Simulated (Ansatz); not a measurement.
Conformers of `O=S(=O)(O)O`, each relaxed with PBE0-D4/def2-TZVP in Ansatz. CBS adds the triple-zeta coupled-cluster correction to the MP2 limit.

Not all of them had a frequency check.

Conformer A:

Cartesian coordinates in Å:
```
O 0.098 -1.253 -1.111
S 0.334 -0.134 -0.277
O 1.549 0.592 -0.253
O 0.058 -0.553 1.222
O -0.850 0.871 -0.565
H -0.589 -1.273 1.231
H -0.600 1.749 -0.246
```

Conformer B:

```xyz
7

O     0.227   -1.776   -0.409
S    -0.109   -0.426   -0.189
O    -1.300    0.186   -0.681
O    -0.056   -0.201    1.373
O     1.119    0.431   -0.692
H    -0.675    0.502    1.609
H     0.794    1.283   -1.011
```

Problem. Which is lowest in electronic energy at CCSD(T)/CBS (frozen core, def2 sets), and by how much? (Estimate.)

Solution. Ansatz gave: A; B lies 5.3 kJ/mol higher.

Problem. Give the energies relative to A (kJ/mol) with ωB97M-V/def2-TZVPP, PBE0/def2-TZVPP, B3LYP/def2-TZVPP, HF/def2-TZVPP, SCS-MP2/def2-TZVPP, HF/def2-QZVPP, CCSD/CBS(def2). (Estimate.)

Solution. The calculation gave: 
```
             level    B
ωB97M-V/def2-TZVPP  5.4
   PBE0/def2-TZVPP  5.3
  B3LYP/def2-TZVPP  5.4
     HF/def2-TZVPP  6.1
SCS-MP2/def2-TZVPP  5.7
     HF/def2-QZVPP  5.9
    CCSD/CBS(def2)  5.5
```

B3LYP here is the variant with VWN-RPA as its local correlation; programs differ in this.
